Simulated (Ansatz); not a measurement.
Cost and result for the atomization energy of C2HFO2 (`O=C=C(O)F`) (6 atoms, 5 bonds).

Charge 0, multiplicity 1. The structure was optimised at the PBE0-D4/def2-TZVP level. It is one conformer, not always the lowest. Program: Ansatz. All runs use 2 threads of an Arm Neoverse V1 on a shared host. Times are those of one run each, without the atoms' runs, and a repeat can differ threefold. Electronic energies, without spin–orbit coupling; frozen cores. CCSD(T)/CBS adds CCSD(T) − MP2 in def2-TZVPP to the MP2 limit, and its time is that of the two runs behind it. T1 = 0.016. B3LYP takes the VWN-RPA correlation (the form of Gaussian; ORCA's B3LYP/G). HSE06 is the plane-wave form, built on full-range PBE exchange.

CCSD(T)/CBS is a level of theory with its own doubt, some kJ/mol a heavy atom from the limit and from the frozen cores, so smaller differences don't rank the functionals.

```csv
level,functions,wall time
LDA (SPW92)/def2-TZVPP,169,1 s
revPBE-D4/def2-TZVPP,169,1.6 s
PBE-D4/def2-TZVPP (with forces),169,2 s
PBE0-D4/def2-TZVPP,169,2.3 s
HSE06-D4/def2-TZVPP,169,2.5 s
B3LYP-D4/def2-TZVPP (with forces),169,2.9 s
CCSD(T)/def2-SVP,75,3.3 s
B2PLYP/def2-TZVPP,169,4.2 s
PBE-QIDH/def2-TZVPP,169,4.4 s
ωB97X-V/def2-TZVPP,169,6.5 s
MP2/def2-QZVPP,315,14 s
CCSD(T)/def2-TZVPP,169,65 s
CCSD(T)/CBS(def2),–,79 s
```

Task: What atomization energy does each give, and how far from CCSD(T)/CBS? (Estimate.)

Result: The calculation gave: 
```tsv
level	atomization (kcal/mol)	difference from CCSD(T)/CBS	per bond
LDA (SPW92)/def2-TZVPP	770.7	151.6	30.3
revPBE-D4/def2-TZVPP	637.1	18.0	3.6
PBE-D4/def2-TZVPP (with forces)	665.2	46.1	9.2
PBE0-D4/def2-TZVPP	628.7	9.6	1.9
HSE06-D4/def2-TZVPP	629.7	10.6	2.1
B3LYP-D4/def2-TZVPP (with forces)	621.3	2.2	0.4
CCSD(T)/def2-SVP	584.5	-34.6	-6.9
B2PLYP/def2-TZVPP	616.3	-2.8	-0.6
PBE-QIDH/def2-TZVPP	614.6	-4.5	-0.9
ωB97X-V/def2-TZVPP	622.3	3.2	0.6
MP2/def2-QZVPP	643.6	24.5	4.9
CCSD(T)/def2-TZVPP	598.2	-20.9	-4.2
CCSD(T)/CBS(def2)	619.1	0.0	0.0
```

From r2SCAN to r2SCAN0 (25 % exact exchange), in def2-TZVPP and without D4, the atomization energy moves by −28.6 kcal/mol: exact exchange takes away binding that semilocal exchange gives to molecules. At CCSD(T), def2-SVP lies −34.6 kcal/mol from the extrapolated value and def2-TZVPP −20.9 kcal/mol: correlation converges slowly with the basis, and small sets miss more of it in the bonded molecule than in its fragments. The D4 term adds +3.2 kcal/mol with B3LYP and +1.7 kcal/mol with PBE0; it sums over pairs of atoms, weighted by their polarisabilities, and B3LYP, whose exchange is more repulsive, gets the larger term.
